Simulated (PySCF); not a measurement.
# ClH4PSi: spin-spin couplings and electronic excitations at several levels of theory, part 2 of 2

PySCF 2.14.0. Atoms count from 0. The steps go on from the part before.

## Step 9: TDDFT and polarisability: PBE0/def2-SVPD

Job settings and geometry (Å):

```
{"job": {"kind": "uv", "xc": "PBE0", "basis": "def2-SVPD", "ip": true}, "charge": 0, "multiplicity": 1}
P     -0.143821    -1.289114    -1.810786
Si    -2.203127    -0.864354    -0.989599
Cl    -3.500842    -2.311877    -1.704339
H      0.076442    -2.372399    -0.904532
H      0.449065    -0.322324    -0.936045
H     -2.650655     0.466089    -1.490394
H     -2.275473    -0.887173     0.499270
```

Level: TDDFT PBE0/def2-SVPD, vertical, gas phase, core orbitals frozen in the response.

What it wrote:

```text
coarse grid: 7352 points
cycle   1  E = -1092.6265667814  dE = -3.913e-02  |g| = 2.151e-01  |ddm| = 2.740e+00
cycle   2  E = -1092.6235654908  dE =  3.001e-03  |g| = 2.388e-01  |ddm| = 7.018e-01
cycle   3  E = -1092.6413849564  dE = -1.782e-02  |g| = 1.803e-02  |ddm| = 3.686e-01
cycle   4  E = -1092.6414911926  dE = -1.062e-04  |g| = 6.869e-03  |ddm| = 3.895e-02
cycle   5  E = -1092.6415082318  dE = -1.704e-05  |g| = 1.312e-03  |ddm| = 1.433e-02
cycle   6  E = -1092.6415088374  dE = -6.056e-07  |g| = 3.116e-04  |ddm| = 2.875e-03
final grid: 57088 points
cycle   7  E = -1092.7587038031  dE = -7.015e-06  |g| = 2.047e-03  |ddm| = 3.697e-02
cycle   8  E = -1092.7587038865  dE = -8.342e-08  |g| = 1.989e-03  |ddm| = 7.385e-03
cycle   9  E = -1092.7587052226  dE = -1.336e-06  |g| = 8.642e-05  |ddm| = 3.683e-03
cycle  10  E = -1092.7587052253  dE = -2.703e-09  |g| = 2.822e-05  |ddm| = 2.115e-04
cycle  11  E = -1092.7587052256  dE = -3.047e-10  |g| = 6.871e-06  |ddm| = 6.018e-05
converged SCF energy = -1092.7587052256

Static polarisability (au): isotropic 69.667, principal 59.028 66.539 83.434

Singlet excitations
state   eV       nm        f      main configurations
  1   6.2127    199.6   0.00150   H->L 0.96
  2   6.7453    183.8   0.04093   H->L+1 0.81, H->L+3 0.12
  3   6.8135    182.0   0.03972   H->L+2 0.92
  4   7.1086    174.4   0.12649   H->L+3 0.71
  5   7.1643    173.1   0.03041   H-1->L 0.82
  6   7.4321    166.8   0.04033   H-2->L 0.80
  7   7.6038    163.1   0.00673   H-1->L+1 0.79, H->L+4 0.16
  8   7.7877    159.2   0.03684   H->L+4 0.61, H-1->L+1 0.12
  9   7.8776    157.4   0.02235   H-2->L+1 0.83, H-1->L+2 0.09
 10   7.9570    155.8   0.12768   H-1->L+2 0.71, H-2->L+1 0.12

Triplet excitations (Tamm-Dancoff, eV): 5.5436 5.6975 6.0675 6.5229
Vertical ionisation energy (delta-SCF) = 9.9716 eV
```

Wall time 21 s (1 thread of Arm Neoverse V2, shared host); peak memory 0.47 GiB.

In short: HOMO -7.90 eV, LUMO -0.32 eV; lowest singlet 6.21 eV.

## Step 10: Excited states and response: BHandHLYP/def2-SVPD

The job, as its differences from that of step 9:

```diff
@@ -1,2 +1,2 @@
-{"job": {"kind": "uv", "xc": "PBE0", "basis": "def2-SVPD", "ip": true}, "charge": 0, "multiplicity": 1}
+{"job": {"kind": "uv", "xc": "BHandHLYP", "basis": "def2-SVPD", "ip": true}, "charge": 0, "multiplicity": 1}
 P     -0.143821    -1.289114    -1.810786
```

Method: TDDFT BHandHLYP/def2-SVPD, vertical, gas phase, core orbitals frozen in the response.

What it wrote:

```text
coarse grid: 7352 points
cycle   1  E = -1093.0599416755  dE = -5.580e-02  |g| = 2.472e-01  |ddm| = 2.631e+00
cycle   2  E = -1093.0701884826  dE = -1.025e-02  |g| = 1.986e-01  |ddm| = 6.910e-01
cycle   3  E = -1093.0826882841  dE = -1.250e-02  |g| = 1.771e-02  |ddm| = 3.147e-01
cycle   4  E = -1093.0828299576  dE = -1.417e-04  |g| = 4.264e-03  |ddm| = 5.153e-02
cycle   5  E = -1093.0828381142  dE = -8.157e-06  |g| = 1.159e-03  |ddm| = 1.016e-02
final grid: 57088 points
cycle   6  E = -1093.1591725077  dE = -2.163e-06  |g| = 1.359e-03  |ddm| = 1.319e-02
cycle   7  E = -1093.1591728000  dE = -2.924e-07  |g| = 9.220e-04  |ddm| = 3.739e-03
cycle   8  E = -1093.1591730399  dE = -2.399e-07  |g| = 4.047e-05  |ddm| = 1.372e-03
cycle   9  E = -1093.1591730408  dE = -8.729e-10  |g| = 2.354e-05  |ddm| = 1.272e-04
converged SCF energy = -1093.1591730408

Static polarisability (au): isotropic 67.950, principal 57.940 65.036 80.872

Singlet excitations
state   eV       nm        f      main configurations
  1   6.5987    187.9   0.00564   H->L 0.41, H->L+1 0.35, H->L+3 0.14
  2   6.9569    178.2   0.05095   H->L 0.51, H->L+1 0.34
  3   7.1306    173.9   0.05072   H->L+2 0.67, H->L+3 0.16, H->L+1 0.11
  4   7.3715    168.2   0.20316   H->L+3 0.55, H->L+2 0.24
  5   7.6926    161.2   0.01456   H-1->L+1 0.42, H-1->L 0.33, H-2->L+1 0.10
  6   7.9753    155.5   0.03263   H-2->L+1 0.32, H-2->L 0.30, H->L+4 0.13
  7   8.0865    153.3   0.00920   H-1->L+1 0.42, H-1->L 0.22, H->L+4 0.17
  8   8.2395    150.5   0.05163   H->L+4 0.38, H-1->L 0.19, H->L+5 0.18
  9   8.4688    146.4   0.18622   H-1->L+2 0.69
 10   8.5353    145.3   0.03129   H-2->L+1 0.41, H-2->L 0.30

Triplet excitations (Tamm-Dancoff, eV): 5.6997 5.8347 6.5017 6.7742
Vertical ionisation energy (delta-SCF) = 9.9925 eV
```

Run time: 17 s. Hardware: 1 thread of Arm Neoverse V2, shared host; peak memory 0.47 GiB.

In short: HOMO -8.88 eV, LUMO 0.55 eV; lowest singlet 6.60 eV.

## Step 11: TDDFT and polarisability: CAM-B3LYP/def2-SVPD

The job, as its differences from that of step 10:

```diff
@@ -1,2 +1,2 @@
-{"job": {"kind": "uv", "xc": "BHandHLYP", "basis": "def2-SVPD", "ip": true}, "charge": 0, "multiplicity": 1}
+{"job": {"kind": "uv", "xc": "CAM-B3LYP", "basis": "def2-SVPD", "ip": true}, "charge": 0, "multiplicity": 1}
 P     -0.143821    -1.289114    -1.810786
```

Method: TDDFT CAM-B3LYP/def2-SVPD, vertical, gas phase, core orbitals frozen in the response.

What it wrote:

```text
coarse grid: 7352 points
cycle   1  E = -1093.0356198140  dE = -6.043e-02  |g| = 2.645e-01  |ddm| = 2.658e+00
cycle   2  E = -1093.0452672350  dE = -9.647e-03  |g| = 2.266e-01  |ddm| = 7.306e-01
cycle   3  E = -1093.0609320320  dE = -1.566e-02  |g| = 1.549e-02  |ddm| = 3.377e-01
cycle   4  E = -1093.0610470352  dE = -1.150e-04  |g| = 4.404e-03  |ddm| = 4.700e-02
cycle   5  E = -1093.0610566069  dE = -9.572e-06  |g| = 1.205e-03  |ddm| = 1.141e-02
final grid: 57088 points
cycle   6  E = -1093.1816930005  dE = -3.305e-06  |g| = 1.356e-03  |ddm| = 1.663e-02
cycle   7  E = -1093.1816932794  dE = -2.789e-07  |g| = 9.533e-04  |ddm| = 3.595e-03
cycle   8  E = -1093.1816935251  dE = -2.456e-07  |g| = 6.373e-05  |ddm| = 1.426e-03
cycle   9  E = -1093.1816935270  dE = -1.947e-09  |g| = 3.601e-05  |ddm| = 1.789e-04
cycle  10  E = -1093.1816935276  dE = -5.409e-10  |g| = 5.365e-06  |ddm| = 8.008e-05
converged SCF energy = -1093.1816935276

Static polarisability (au): isotropic 69.203, principal 58.939 66.212 82.457

Singlet excitations
state   eV       nm        f      main configurations
  1   6.4372    192.6   0.00428   H->L 0.54, H->L+1 0.26, H->L+3 0.11
  2   6.8248    181.7   0.03744   H->L+1 0.47, H->L 0.36
  3   6.9589    178.2   0.05662   H->L+2 0.69, H->L+3 0.18
  4   7.2103    172.0   0.16163   H->L+3 0.54, H->L+2 0.21
  5   7.4069    167.4   0.01777   H-1->L 0.43, H-1->L+1 0.35
  6   7.7222    160.6   0.04337   H-2->L 0.40, H-2->L+1 0.29
  7   7.8452    158.0   0.00676   H-1->L+1 0.48, H-1->L 0.25, H->L+4 0.12
  8   8.0332    154.3   0.03663   H->L+4 0.47, H->L+5 0.16, H-1->L 0.09
  9   8.2141    150.9   0.17204   H-1->L+2 0.60, H-2->L+1 0.16
 10   8.2362    150.5   0.03629   H-2->L+1 0.36, H-2->L 0.27, H-1->L+2 0.12

Triplet excitations (Tamm-Dancoff, eV): 5.6609 5.7958 6.3410 6.6267
Vertical ionisation energy (delta-SCF) = 10.0802 eV
```

It took 21 s on 1 thread of Arm Neoverse V2, shared host; peak memory 0.48 GiB.

This run: HOMO -9.16 eV, LUMO 0.68 eV; lowest singlet 6.44 eV.

## Step 12: Run by run: spin-spin couplings

Couplings (Hz), each a mean over the pairs like the one named, with basis size and wall time:

| run | Si1–H5 | P0–H3 | P0–Si1 | P0–H5 | H5–H6 | H3–H4 | Si1–H3 | functions | time |
| --- | --- | --- | --- | --- | --- | --- | --- | --- | --- |
| B3LYP/def2-TZVP | -195.9 | 140.8 | 32.9 | 16.3 | 15.4 | -8.6 | 5.9 | 135 | 11 s |
| B3LYP/cc-pVTZ | -183.7 | 114.3 | 48.4 | 16.3 | 14.9 | -8.4 | 5.6 | 158 | 14 s |
| B3LYP/6-31G* | -208.8 | 160.2 | 16.0 | 14.6 | 14.8 | -12.5 | 6.0 | 62 | 4.1 s |

## Step 13: Comparing the runs: electronic excitations

Excitations and ground-state properties, with basis size and wall time:

```
                run  lowest singlet (eV)  brightest (eV)      f  gap (eV)  α (Å³)  μ (D)  functions   time
       HF/def2-SVPD                 7.06            9.30  0.247     12.64    9.72   1.88        107  2.4 s
      LDA/def2-SVPD                 5.55            6.67  0.052      5.46   10.85   1.70        107   21 s
      PBE/def2-SVPD                 5.67            6.71  0.069      5.59   10.67   1.64        107   24 s
    B3LYP/def2-SVPD                 6.10            7.77  0.131      7.16   10.41   1.68        107   23 s
     PBE0/def2-SVPD                 6.21            7.96  0.128      7.58   10.32   1.74        107   21 s
BHandHLYP/def2-SVPD                 6.60            7.37  0.203      9.43   10.07   1.78        107   17 s
CAM-B3LYP/def2-SVPD                 6.44            8.21  0.172      9.84   10.25   1.77        107   21 s
```

## Step 14: Outcome

The summary covers parts 1 to 2.

```
                                       quantity                        value
largest coupling of the table (B3LYP/def2-TZVP)   ¹J(Si,H) Si1–H5, -195.9 Hz
                  lowest singlet (HF/def2-SVPD)  7.06 eV (176 nm), f = 0.017
       brightest single state of those computed  state 9, 9.30 eV, f = 0.247
                                 lowest triplet                      5.65 eV
              vertical ionisation energy (ΔSCF)                      9.18 eV
       range of J(Si1,H5), mean over like pairs          -208.8 to -183.7 Hz
                    range of the lowest singlet              5.55 to 7.06 eV
```

Single values in the summary come from the first run of each kind that ended normally (B3LYP/def2-TZVP; HF/def2-SVPD), which need not be the best level. Of the pairs tabulated at B3LYP/def2-TZVP, Si1–H5 (mean over like pairs) couples most strongly (-195.9 Hz; Fermi contact -196.2 Hz). The lowest singlet, at 7.06 eV, is HOMO→LUMO+3 0.27, HOMO→LUMO+1 0.26 and is weak; of the 10 states computed, the strongest absorption comes from state 9 at 9.30 eV. The lowest triplet lies 1.41 eV below the lowest singlet (triplets in Tamm-Dancoff, singlets in full TDDFT). At HF/def2-SVPD, the highest states lie near or above the ionisation energy, where they hang on the basis. The orbital energy would give 10.44 eV for ionisation, ΔSCF gives 9.18 eV. The coupling Si1–H5, as a mean over pairs of its kind, runs from -208.8 Hz (B3LYP/6-31G*) to -183.7 Hz (B3LYP/cc-pVTZ). The lowest singlet runs from 5.55 eV (LDA/def2-SVPD) to 7.06 eV (HF/def2-SVPD), while the orbital gap spans 5.46 to 12.64 eV: the excitation energy moves far less from run to run than the orbital gap does. The lowest state need not be the same one in every run. The runs solved for a few states only, so the brightest column depends on that window. Couplings from bases without tight functions are rough.
